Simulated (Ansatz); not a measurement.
Energy needed to pull apart Al₂H₃ (SMILES [AlH][AlH2]), doublet, into free ground-state atoms, from the structure below (displaced at random from a GFN2-xTB minimum); no zero-point or spin–orbit terms; open-shell atoms are treated unrestricted, in their ground-state multiplicity.

Al1  (0.633, -1.062, 0.822)
Al2  (-0.705, 0.553, -0.672)
H3  (1.323, -2.260, 1.717)
H4  (-1.784, 1.279, -1.601)
H5  (0.575, 1.495, -0.255)
(Å)

Program: Ansatz 0.2.0. Basis: def2-TZVPP. Cores are frozen in the correlated methods; orbitals are unrestricted.

```
   method  atomization energy (kcal/mol)
    SPW92                          240.7
   PBE-D4                          214.9
r2SCAN-D4                          221.9
  PBE0-D4                              ?
 HSE06-D4                          213.4
  wB97M-V                          212.7
       HF                              ?
      MP2                          203.2
     CCSD                          207.7
  CCSD(T)                          210.3
```

(1) What does HF give? (Judge from chemistry; the value comes from the calculation.)

(2) What does PBE0-D4 give? (Judge from chemistry; the value comes from the calculation.)

The T1 diagnostic stays at or below 0.033. ⟨S²⟩ of the unrestricted Hartree–Fock references: 0.79 (a pure state has 0.75).

Answers

(1) Computed: 156.9 kcal/mol, which is about 53.3 kcal/mol less than CCSD(T)/def2-TZVPP.

(2) Computed: 213.2 kcal/mol, which is about 2.9 kcal/mol more than CCSD(T)/def2-TZVPP.

In triple zeta the MP2 and coupled-cluster atomization energies are still short of their basis limit by a few kcal/mol a bond, whereas those of the functionals are nearly converged, so these differences are not deviations from converged CCSD(T).

For scale, one of the runs: CCSD(T)/def2-TZVPP forces, 126 basis functions (an equivalent command: `ansatz run in.yaml --threads 4`). Time: 22 s of wall clock on 4 CPU threads; the host was shared. Peak host memory: 1.9 GiB.
